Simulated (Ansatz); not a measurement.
Reaction (isomerisation): `C1=COCCC1` → `CC1C=COC1`

Calculated with Ansatz (gas phase, PBE0-D4/def2-TZVP geometries, no zero-point term in ΔE). CCSD(T)/CBS adds triple-zeta CCSD(T) − MP2 to the extrapolated MP2 energy (def2 sets, frozen cores). DFT in def2-TZVPP.

`C1=COCCC1`:

```xyz
14

C     0.128    1.423    0.099
C     1.341    0.895    0.242
O     1.629   -0.426    0.254
C     0.493   -1.272    0.366
C    -0.637   -0.830   -0.540
C    -1.079    0.577   -0.159
H     0.035    2.502    0.132
H     2.237    1.495    0.361
H     0.161   -1.267    1.412
H     0.846   -2.275    0.120
H    -1.462   -1.544   -0.470
H    -0.281   -0.842   -1.575
H    -1.679    1.015   -0.963
H    -1.732    0.548    0.722
```

`CC1C=COC1`:

```xyz
14

C    -0.819    0.803    1.179
C    -0.405   -0.382    0.313
C     1.077   -0.649    0.375
C     1.619   -0.289   -0.782
O     0.741    0.137   -1.723
C    -0.569   -0.131   -1.195
H    -0.278    1.704    0.878
H    -1.891    1.000    1.092
H    -0.596    0.615    2.232
H    -0.989   -1.259    0.608
H     1.615   -0.988    1.247
H     2.657   -0.268   -1.086
H    -1.207    0.724   -1.426
H    -0.956   -1.016   -1.709
```

Problem. Is it downhill or uphill in electronic energy at CCSD(T)/CBS, and by how much? (Estimate.)

Solution. Ansatz gave: Uphill: ΔE = +0.15 eV.

Problem. What do these levels give: PBE-D4, r2SCAN-D4, ωB97X-V, ωB97M-V, PBE, r2SCAN, MP2/def2-TZVPP, SCS-MP2/def2-TZVPP, CCSD/def2-TZVPP, MP2/def2-QZVPP, SCS-MP2/def2-QZVPP, CCSD/CBS(def2)? (Estimate.)

Solution. Computed: PBE-D4 0.16, r2SCAN-D4 0.17, ωB97X-V 0.17, ωB97M-V 0.16, PBE 0.15, r2SCAN 0.17, MP2/def2-TZVPP 0.13, SCS-MP2/def2-TZVPP 0.14, CCSD/def2-TZVPP 0.16, MP2/def2-QZVPP 0.13, SCS-MP2/def2-QZVPP 0.14, CCSD/CBS(def2) 0.16 eV.

Largest T1 diagnostic among the species: 0.012.

In def2-TZVPP, CCSD(T) changes the Hartree–Fock value by −0.05 eV (the triples alone add −0.01 eV) and MP2 by −0.06 eV.
